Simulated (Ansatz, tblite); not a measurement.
# The cluster BeBr2: charged states by level of theory

One table from this session's results is given with a row withheld; the runs are named, their logs left out.

Method: as each input shows; program: Ansatz 0.2.0, Gaussian basis.

The runs, in order: charge +1 doublet, at the geometry of the singlet (PBE0-D4/def2-TZVP, PBE-D4/def2-TZVP, r2SCAN-D4/def2-TZVP, CCSD(T)/def2-TZVPP); charge +1 doublet, relaxed (PBE0-D4/def2-TZVP, PBE-D4/def2-TZVP); charge -1 doublet, at the geometry of the singlet (PBE0-D4/def2-TZVPD, PBE-D4/def2-TZVPD, r2SCAN-D4/def2-TZVPD); the starting singlet's energies come from earlier runs.

**The relaxed structure**

The geometry is that of the singlet, from an earlier relaxation (PBE-D4/def2-TZVP). At that level it is the lowest of the isomers that a small search found.

3 atoms, charge 0, spin multiplicity 1.

Atoms are counted from 1 here; the program's logs count them from 0.

Bond lengths: Be1–Br2 1.960 Å, Be1–Br3 1.960 Å. Angles: Br2–Be1–Br3 180.0°.

The first run:

The input, in.yaml:

```yaml
crystal:
  periodic: [false, false, false]
  atoms:
    - {symbol: Be, position_ang: [-0.000052, -0.000048, 0.000050]}
    - {symbol: Br, position_ang: [-1.526215, 0.551854, -1.099403]}
    - {symbol: Br, position_ang: [1.526267, -0.551816, 1.099353]}
basis:
  gaussian: {orbitals: def2-TZVP}
total_charge: 1
magnetization: {spin_polarized: true, initial_magnetization: 1}
hamiltonian: {xc: pbe0, dispersion: d4}
output: {orbitals: {seedname: orbitals}}
```

Started as:

```bash
> ansatz run in.yaml --threads 4 --pin off --events-out ev --progress --plain --max-ram 3916MiB
```

Steps of the session up to this table: Charge +1 doublet at the fixed geometry, PBE0-D4/def2-TZVP; Charge +1 doublet at the fixed geometry, PBE-D4/def2-TZVP; Charge +1 doublet at the fixed geometry, r2SCAN-D4/def2-TZVP; Charge +1 doublet at the fixed geometry, CCSD(T)/def2-TZVPP.

One of the session's tables, all rows but one given; the rest of the session is left out.

It belongs to the step «Vertical ionisation energy». 

```
             method  vertical ionisation energy (eV)
      HF/def2-TZVPP                            10.63
   PBE-D4/def2-TZVP                                ?
r2SCAN-D4/def2-TZVP                            10.85
  PBE0-D4/def2-TZVP                            10.98
     MP2/def2-TZVPP                            11.61
    CCSD/def2-TZVPP                            11.39
 CCSD(T)/def2-TZVPP                            11.37
```

Estimate the missing values for PBE-D4/def2-TZVP.

As computed: vertical ionisation energy (eV): 10.60. In the column «vertical ionisation energy (eV)» it is the lowest.
